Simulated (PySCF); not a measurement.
All numbers come from PBE0 in PySCF with Cl def2-TZVP, F def2-TZVP; no relativity; density-fitted integrals. Open shells, if any, are unrestricted.

Task: What spin state, shape and geometry does isolated ClF₂⁺ take (every ligand bound to Cl)?

Result: Counting electrons, chlorine keeps 4 of its valence electrons outside its bonds, so the VSEPR class is AX2E2 and the expected shape is bent (C2v), as computed. The lowest minimum found is a singlet of C2v symmetry with Cl–F 1.536 Å (×2); F–Cl–F 102.6°. Its harmonic wavenumbers are 372 (a1), 900 (a1), 920 (b2) cm⁻¹ and its dipole moment is 1.81 D about the centre of mass.

Other isomers or separated fragments may lie lower.
